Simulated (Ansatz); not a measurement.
```yaml
crystal:
  periodic: [false, false, false]
  atoms:
    - {symbol: C, position_ang: [-1.567881, -0.299553, 1.265730]}
    - {symbol: O, position_ang: [-1.092034, -0.314475, -0.049986]}
    - {symbol: C, position_ang: [0.154072, 0.331952, -0.229426]}
    - {symbol: C, position_ang: [1.301774, -0.462558, 0.370292]}
    - {symbol: C, position_ang: [0.324776, 0.531583, -1.718488]}
    - {symbol: H, position_ang: [-0.963886, -0.918293, 1.941564]}
    - {symbol: H, position_ang: [-1.600326, 0.722850, 1.669389]}
    - {symbol: H, position_ang: [-2.581945, -0.700595, 1.247996]}
    - {symbol: H, position_ang: [0.107951, 1.317494, 0.263725]}
    - {symbol: H, position_ang: [2.250221, 0.049975, 0.193681]}
    - {symbol: H, position_ang: [1.353048, -1.452427, -0.090500]}
    - {symbol: H, position_ang: [1.192364, -0.589420, 1.448993]}
    - {symbol: H, position_ang: [1.254725, 1.062199, -1.932837]}
    - {symbol: H, position_ang: [0.353967, -0.436015, -2.225595]}
    - {symbol: H, position_ang: [-0.508624, 1.106382, -2.125334]}
basis:
  gaussian: {orbitals: pcseg-2, point_charges: [{charge: 2.00, position_ang: [4.897, -0.479, 0.398]}]}
hamiltonian: {xc: {name: CAM-B3LYP}}
charge: 1
output: {forces: true}
```

```sh
$ ansatz run in.yaml --threads 4 --pin off --events-out ev --progress --plain --max-ram 10444MiB
```

Output, abridged:

```
Error: YAML parse error: error: line 22 column 1: unknown field `charge`, expected one of crystal, accuracy, basis, kpoints, hamiltonian, magnetization, projection, total_charge, correlation, batch, efield, external_charges, scf, relax, neb, saddle, md, ramp, phonons, dielectric, real_time, elastic, magnetic_configurations, gw, evaluate, workflow, output, checkpoint, execution
20 |   gaussian: {orbitals: pcseg-2, point_charges: [{charge: 2.00, po…
21 | hamiltonian: {xc: {name: CAM-B3LYP}}
22 | charge: 1
23 | output: {forces: true}
```

In this input the input holds a key that doesn't belong there. The program refused the input.
